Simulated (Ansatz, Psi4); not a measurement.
# C3H3N (Z-propargylimine): a line through the functionals

C3H3N has 7 atoms, charge 0, and is taken as a singlet. As SMILES, `[H]/N=C\C#C`. Geometry: relaxed at PBE0-D4/def2-TZVP.

The HOMO–LUMO gap y, in eV, basis def2-SVPD; a is the functional's share of exact exchange. Programs: Ansatz 0.2.0, Psi4 1.11.

| functional | program | a | y (eV) |
| --- | --- | --- | --- |
| PBE | Ansatz | 0 | 3.96 |
| r2SCAN | Ansatz | 0 | 4.48 |
| B3LYP | Psi4 | 0.2 | ? |
| PBE0 | Psi4 | 0.25 | 6.55 |
| r2SCAN0 | Ansatz | 0.25 | 6.88 |
| BHLYP | Psi4 | 0.5 | 8.81 |

Question: Fit y = c + s·a to the known rows and predict B3LYP.

Answer: 
1. Means of the 5 rows: a = 0.2000, y = 6.136.
2. Σ(Δa)² = 0.175, Σ(Δa·Δy) = 1.6265, so the slope is 1.6265/0.175 = 9.2943.
3. Intercept: 6.136 − (9.2943) × 0.2000 = 4.277. The largest residual of the fit is 0.32.
4. B3LYP: 4.277 + (9.2943) × 0.2 = 6.14 eV.

The run gave 6.06 eV, so the prediction is off by +0.08 eV, within the largest residual. Exact exchange lowers occupied levels and raises empty ones. The rows mix families of semi-local functionals, which the line can't see.
